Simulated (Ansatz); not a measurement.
A run on C4H3ClS, SMILES `Clc1ccsc1` with other settings.

```yaml
crystal:
  periodic: [false, false, false]
  atoms:
    - {symbol: Cl, position_ang: [0.420050, 0.262629, 2.564066]}
    - {symbol: C, position_ang: [0.069751, 0.197943, 0.884276]}
    - {symbol: C, position_ang: [0.602120, -0.797067, 0.028340]}
    - {symbol: C, position_ang: [0.175849, -0.631075, -1.253822]}
    - {symbol: S, position_ang: [-0.856969, 0.716153, -1.408703]}
    - {symbol: C, position_ang: [-0.740208, 1.090359, 0.248971]}
    - {symbol: H, position_ang: [1.262989, -1.584562, 0.361414]}
    - {symbol: H, position_ang: [0.416470, -1.233147, -2.116392]}
    - {symbol: H, position_ang: [-1.261551, 1.932467, 0.674751]}
basis:
  gaussian: {orbitals: def2-TZVPP}
total_charge: 1
magnetization: {spin_polarized: true, initial_magnetization: 1}
hamiltonian: {xc: {name: rPW86-PBE}}
```

```sh
$ ansatz run in.yaml --threads 4 --pin off --events-out ev --progress --plain --max-ram 10444MiB
```

Shortened log:

```
Functional definition: rPW86-PBE
1475 factors; their error is unknown
mean field evaluation 1: about -27538.3897 eV, gradient 9.0e1 eV
mean field evaluation 2: about -27314.5355 eV, gradient 2.2e2 eV
mean field evaluation 4: about -27562.2162 eV, gradient 5.2e1 eV
mean field evaluation 8: about -27577.5406 eV, gradient 1.4e0 eV
mean field evaluation 16: about -27577.5140 eV, gradient 1.3e-1 eV
mean field evaluation 32: about -27577.5141 eV, gradient 1.5e-5 eV
mean field -27577.51408524 eV, -1013.4549499221 hartree, gradient 1.5e-5 eV, S^2 0.755289; 4 other end points of the search recorded, 0 dependent functions left out
reference -27577.51418690 eV, -1013.4549536583 hartree; 30, 29 occupied and 220, 221 virtual orbitals, 1475 factors
Total energy: -27577.51418690 eV, -1013.4549536583 hartree
```

Run time 8.5 s (4 threads of an INTEL XEON PLATINUM 8581C on a shared host); peak host memory 0.58 GiB.
